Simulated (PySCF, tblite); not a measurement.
Complex of hydrogen sulfide and methylamine

A gas-phase complex of hydrogen sulfide and methylamine; neutral, singlet. The structure comes from a short search (6 tight-binding starts) and was relaxed by PBE0-D3(BJ)/def2-SVPD; another way of binding may lie lower. No frequency run checks that it is a minimum.

Parts: 1 = hydrogen sulfide (S), atoms 1–3; 2 = methylamine (CN), atoms 4–10.

Coordinates in Å:
```
S1      0.343   -0.276    0.059
H2     -0.879   -0.911   -0.028
H3      0.937   -1.327    0.663
C4     -2.375   -3.239    0.202
N5     -2.593   -1.856   -0.183
H6     -2.018   -3.276    1.241
H7     -3.267   -3.884    0.125
H8     -1.586   -3.672   -0.427
H9     -2.907   -1.777   -1.145
H10    -3.290   -1.405    0.402
```

Contacts between parts, classed by geometry: H2···N5 1.964 Å (hydrogen bond, 178°).

Interaction energies are complex less parts, with the parts frozen as they stand in it; counterpoise-corrected, in kcal/mol (PySCF).

Task: Give the interaction energy at each level run.

Result: 
```
                  level  interaction  superposition error removed
wB97M-D3(BJ)/def2-TZVPD        -4.10                        -0.15
 PBE0-D3(BJ)/def2-TZVPD        -5.49                        -0.14
```

Task: What holds them together? Decompose the wB97M-D3(BJ)/def2-TZVPD energy: frozen parts, their antisymmetrised product, then relaxation.

Result: electrostatic -11.7, Pauli repulsion +16.1, orbital relaxation -7.2, dispersion correction -1.4 kcal/mol, which sum to the value before the counterpoise correction; the Pauli term holds the exchange-correlation of the frozen density too. Of the attraction, 58 % is electrostatic, 35 % is orbital relaxation, 7 % is dispersion correction.

The parts were also relaxed and run alone, at the levels used for the complex: shieldings by PBE0/pcSseg-2.

Values alone: S1–H2 bond (Å): 1.350; shielding of H2 (ppm): 30.27; shielding of N5 (ppm): 244.4; shielding of S1 (ppm): 704.4.

Task: How do these values change when the complex forms?

Result: 
| property | alone | in the complex | change |
| --- | --- | --- | --- |
| S1–H2 bond (Å) | 1.350 | 1.380 | +0.030 |
| shielding of H2 (ppm) | 30.27 | 23.62 | -6.65 |
| shielding of N5 (ppm) | 244.4 | 230.3 | -14.1 |
| shielding of S1 (ppm) | 704.4 | 723.1 | +18.7 |

The 3 runs behind this took 2 min in all, one thread each of Arm Neoverse N1 on a shared host, launched as `OMP_NUM_THREADS=1 python cluster_run.py task.json out`.
